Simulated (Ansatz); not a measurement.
**AlH3 (SMILES [H][Al]([H])[H]): levels of theory compared**

We compute a comparison of 6 runs (wB97X/3-21G, BLYP/6-31G*, UB3LYP/6-31G*, r2SCAN/6-31G*, MP2/3-21G, CCSD(T)/3-21G) of AlH3. 

The results are computed with Ansatz 0.2.0.

61 further runs of the same task are left out: 2 that didn't finish, 59 set aside as unsound or not needed.

## Step 1: The molecule

The species is AlH3 (4 atoms), meant as a singlet with charge 0. SMILES: `[H][Al]([H])[H]`. The H2–Al1 distance was set to 3.883 Å, away from the relaxed value. At this shape a bond of the SMILES string is far longer than usual.

Bond lengths: Al1–H3 1.553 Å, Al1–H4 1.553 Å. Angles: H3–Al1–H4 120.0°.

## Step 2: The energy at wB97X/3-21G (run 1)

The input, job.yaml:

```yaml
crystal:
  periodic: [false, false, false]
  atoms:
    - {symbol: Al, position_ang: [-2.329030, 0.045731, -0.021865]}
    - {symbol: H, position_ang: [1.552650, -0.030520, 0.014610]}
    - {symbol: H, position_ang: [-3.078830, 1.405591, -0.041005]}
    - {symbol: H, position_ang: [-3.131850, -1.283549, -0.017405]}
basis:
  gaussian: {orbitals: 3-21G.json}
hamiltonian: {xc: {name: wB97X}}
accuracy: high
```

The basis set 3-21G is read from a file made from the Basis Set Exchange's data (not shown).

Run with:

```sh
ansatz run job.yaml --threads 1 --pin off --max-ram 2610MiB --events-out events.jsonl --progress --plain --runs-dir runs
```

The program printed:

```text
Warning: RAYON_NUM_THREADS=1 ignored (pool sized by the plan → 1); use --threads N
Functional definition: wB97X
  name "wB97X"
  parameter omega = 0.3/bohr
  parameter cx = 0.157706
  parameter cx1 = 0.726479
  parameter cx2 = 1.04760
  parameter cx3 = -5.70635
  parameter cx4 = 13.2794
  parameter css1 = -4.33879
  parameter css2 = 18.2308
  parameter css3 = -31.7430
  parameter css4 = 17.2901
  parameter cos1 = 2.37031
  parameter cos2 = -11.3995
  parameter cos3 = 6.58405
  parameter cos4 = -3.78132
  exchange = spin_sum(e_x_unif_sr(omega)*poly(b97_u_x, 1 - cx, cx1, cx2, cx3, cx4)) + cx*exact_x_sr(omega)
      + exact_x_lr(omega)
  correlation = spin_sum(e_c_pw_same_spin*poly(b97_u_same, 1, css1, css2, css3, css4))
      + integral(e_c_pw_opposite_spin*poly(b97_u_opposite, 1, cos1, cos2, cos3, cos4))
360 factors; integrals over basis functions are off by at most 2.6e-9 eV
163 factors; integrals over basis functions are off by at most 2.5e-9 eV
mean field evaluation 1: about -6599.3919 eV, gradient 1.6e1 eV
mean field evaluation 2: about -6597.5782 eV, gradient 1.8e1 eV
mean field evaluation 4: about -6602.4418 eV, gradient 5.9e-1 eV
mean field evaluation 8: about -6602.4406 eV, gradient 2.0e-2 eV
mean field evaluation 16: about -6602.4406 eV, gradient 8.1e-7 eV
mean field -6602.44060160 eV, -242.6352168138 hartree, gradient 8.3e-8 eV, S^2 0.000000; 0 other end points of the search recorded, 0 dependent functions left out
reference -6602.44059860 eV, -242.6352167035 hartree; 8, 8 occupied and 11, 11 virtual orbitals, 360 factors
Total energy: -6602.44059860 eV, -242.6352167035 hartree
```

Wall time 2.6 s (1 thread of Arm Neoverse V2, shared host); peak memory 0.2 GiB.

## Step 3: A single-point energy at BLYP/6-31G(d) (spherical functions) (run 2)

The input, input.yaml:

```yaml
crystal:
  periodic: [false, false, false]
  atoms:
    - symbol: Al
      position_ang: [-2.329030, 0.045731, -0.021865]
    - symbol: H
      position_ang: [1.552650, -0.030520, 0.014610]
    - symbol: H
      position_ang: [-3.078830, 1.405591, -0.041005]
    - symbol: H
      position_ang: [-3.131850, -1.283549, -0.017405]
basis:
  gaussian:
    orbitals: 6-31G_st_-spherical.json
hamiltonian:
  xc: {name: BLYP}
accuracy: high
```

The basis set 6-31G* is read from a file made from the Basis Set Exchange's data (not shown).

Run with:

```sh
ansatz run input.yaml --threads 1 --pin off --max-ram 2610MiB --events-out events.jsonl --progress --plain --runs-dir runs
```

The program printed:

```text
Warning: RAYON_NUM_THREADS=1 ignored (pool sized by the plan → 1); use --threads N
Functional definition: BLYP
  name "BLYP"
  parameter beta = 0.0042
  parameter a = 0.04918
  parameter b = 0.132
  parameter c = 0.2533
  parameter d = 0.349
  exchange = b88_x(beta = beta)
  correlation = lyp_c(a = a, b = b, c = c, d = d)
437 factors; integrals over basis functions are off by at most 3.6e-9 eV
mean field evaluation 1: about -6635.1054 eV, gradient 2.2e1 eV
mean field evaluation 2: about -6627.5997 eV, gradient 2.3e1 eV
mean field evaluation 4: about -6635.8297 eV, gradient 1.8e1 eV
mean field evaluation 8: about -6638.6431 eV, gradient 1.2e1 eV
mean field evaluation 16: about -6640.0641 eV, gradient 1.2e-6 eV
mean field -6640.06407913 eV, -244.0178541108 hartree, gradient 8.0e-9 eV, S^2 0.000000; 0 other end points of the search recorded, 0 dependent functions left out
reference -6640.06412881 eV, -244.0178559368 hartree; 8, 8 occupied and 16, 16 virtual orbitals, 437 factors
Total energy: -6640.06412881 eV, -244.0178559368 hartree
```

Run time: 0.87 s. Hardware: 1 thread of Arm Neoverse V2, shared host.

Runs 3 to 5 aren't shown in full; the table further down has their settings and results.

## Step 4: The energy at CCSD(T)/3-21G (run 6)

The input, run.yaml:

```yaml
crystal:
  periodic: [false, false, false]
  atoms:
    - {symbol: Al, position_ang: [-2.329030, 0.045731, -0.021865]}
    - {symbol: H, position_ang: [1.552650, -0.030520, 0.014610]}
    - {symbol: H, position_ang: [-3.078830, 1.405591, -0.041005]}
    - {symbol: H, position_ang: [-3.131850, -1.283549, -0.017405]}
basis:
  gaussian:
    orbitals: 3-21G.json
correlation:
  method: ccsd_t
  frozen_orbitals: {Al: 5, H: 0}
accuracy: high
scf:
  omitted_lower_state_checks: [cluster_reference, increment]
```

The basis set 3-21G is read from a file made from the Basis Set Exchange's data (not shown).

Run with:

```sh
ansatz run run.yaml --threads 1 --pin off --max-ram 2610MiB --events-out events.jsonl --progress --plain --runs-dir runs
```

The program printed:

```text
Warning: RAYON_NUM_THREADS=1 ignored (pool sized by the plan → 1); use --threads N
[... 12 lines left out ...]
5 core orbitals not correlated: weight in the atoms' cores, before any rotation towards them, 1.000 or more for the frozen orbitals, at most 0.000 for the correlated occupied ones
[... 32 lines left out ...]
WARN: these amplitudes may be one of several solutions (largest doubles amplitude 0.72, level shift 4.90 eV)
Total energy: -6591.36278432 eV, -242.2281145377 hartree
Checks for a lower state left out: cluster_reference, increment
```

Wall time 0.12 s (1 thread of Arm Neoverse V2, shared host).

## Step 5: Overview of the runs

```tsv
run	level	frozen core orbitals	energy (Eh)	wall time
1	wB97X/3-21G	–	-242.635217	2.6 s
2	BLYP/6-31G* (spherical functions)	–	-244.017856	0.87 s
3	UB3LYP/6-31G* (spherical functions)	–	-244.067755	2.9 s
4	r2SCAN/6-31G* (spherical functions)	–	-243.977135	1.8 s
5	MP2/3-21G	5	-242.159525	0.1 s
6	CCSD(T)/3-21G	5	-242.228115	0.12 s
```

## Step 6: What came out

| quantity | value |
| --- | --- |
| run 6: total energy | -242.22811 Eh |
| run 6: correlation energy (5 core orbitals frozen) | -148.7 mEh |
| run 6: (T) correction | -6.26 mEh |
| run 6: T1 diagnostic | 0.079 |

Totals of different functionals can't be ranked against each other. In run 6 the T1 diagnostic is large, so a single reference may not serve. In runs 5, 6 the log says that unrestricted orbitals would lower the reference, so the values rest on an unstable closed-shell determinant (other closed-shell runs at this shape may share the fault). Spin contamination of the reference: run 3 ⟨S²⟩ = 0.90. Where it is this large, the reference is a mixture of spin states, and values that rest on it are in doubt. All runs together took 8.3 s, the longest 2.9 s.
